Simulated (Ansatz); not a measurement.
## Ansatz (development build ahead of 0.2.0) run

```yaml
crystal:
  periodic: [false, false, false]
  atoms:
    - { symbol: C, position_ang: [0.0, 0.0, -1.8841] }
    - { symbol: C, position_ang: [0.0, 0.0, 1.8841] }
basis:
  gaussian: { orbitals: pcseg-2 }
magnetization:
  spin_polarized: true
hamiltonian:
  xc: { name: wB97X }
```

The input is written out in the form of the current development build from the run's settings.

Results

```json
{"Converged": "yes", "Total energy": "-75.69064 hartree", "Spin squared of the determinant": "1.999", "Stability test": "minimum"}
```

Caution: the unrestricted determinant is a mixture of spin states.
